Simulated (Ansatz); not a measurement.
# LiMg− (triplet): PBE0, B3LYP over a scan of the distance Li1–Mg2, aug-cc-pVTZ

How well do these functionals follow the top wave-function level for LiMg− (triplet) over a scan of the distance Li1–Mg2?

Computed with Ansatz 0.2.0, Gaussian basis. Level: aug-cc-pVTZ, all electrons in the functionals.

The runs, in order: PBE0, B3LYP, at 2.359 Å; 2.711 Å; 2.940 Å; 3.158 Å; 3.569 Å; 4.072 Å; 4.667 Å; 5.504 Å; 6.598 Å; 7.916 Å; 9.852 Å.

38 further runs of the same task are left out: 21 for a known fault of the program, 10 that didn't finish, 7 set aside as unsound or not needed.

**1. The geometry**

The geometry derives from a PBE0/def2-TZVPD stationary point (not a proven minimum). One bond is set to the value named and the two fragments are kept rigid.

2 atoms, charge -1, spin multiplicity 3.

Atoms are counted from 1 here; the program's logs count them from 0.

No contacts short enough for the rule that draws bonds.

No dispersion term is added. B3LYP takes the VWN-RPA correlation.

The geometry shown and the zero of energy belong to the point 2.940 Å. The yardstick, FCI, and other wave-function levels (R restricted, U unrestricted, valence and pair active spaces) come from earlier runs.

**2. PBE0, 2.359 Å**

Contents of in.yaml:

```yaml
crystal:
  periodic: [false, false, false]
  atoms:
    - {symbol: Li, position_ang: [0.000000, 0.000000, 0.000000]}
    - {symbol: Mg, position_ang: [0.000000, 0.000000, 2.359000]}
basis:
  gaussian: {orbitals: aug-cc-pVTZ}
total_charge: -1
magnetization: {spin_polarized: true, initial_magnetization: 2}
hamiltonian: {xc: {name: PBE0}}
output: {orbitals: {seedname: orbitals}}
```

Run with:

```
ansatz run in.yaml --threads 1 --pin off --events-out ev --progress --plain --max-ram 2393MiB
```

After this run come: PBE0, 2.711 Å; PBE0, 2.940 Å; PBE0, 3.158 Å; PBE0, 3.569 Å; PBE0, 4.072 Å; PBE0, 4.667 Å; PBE0, 5.504 Å; PBE0, 6.598 Å; PBE0, 7.916 Å; PBE0, 9.852 Å; B3LYP, 2.359 Å; B3LYP, 2.711 Å; B3LYP, 2.940 Å; B3LYP, 3.158 Å; B3LYP, 3.569 Å; B3LYP, 4.072 Å; B3LYP, 4.667 Å; B3LYP, 5.504 Å; B3LYP, 6.598 Å; B3LYP, 7.916 Å; B3LYP, 9.852 Å.

**Question.** What will the summary of the whole plan be? Wanted: span of the FCI curve; largest miss, PBE0; largest miss, B3LYP.

**Answer**, as computed:

```
             quantity                   value
span of the FCI curve             54.5 kJ/mol
   largest miss, PBE0  -11.1 kJ/mol (9.852 Å)
  largest miss, B3LYP  -26.3 kJ/mol (9.852 Å)
```

In words: Of the functionals, PBE0 keep the smallest largest miss at the points compared (at most 11.1 kJ/mol) and B3LYP strays most (26.3 kJ/mol, at 9.852 Å). Functionals and the yardstick converge differently with the basis, so part of each miss in aug-cc-pVTZ is the basis.

The anion's highest level is positive in at least one run, so there the basis alone may hold the extra electron.
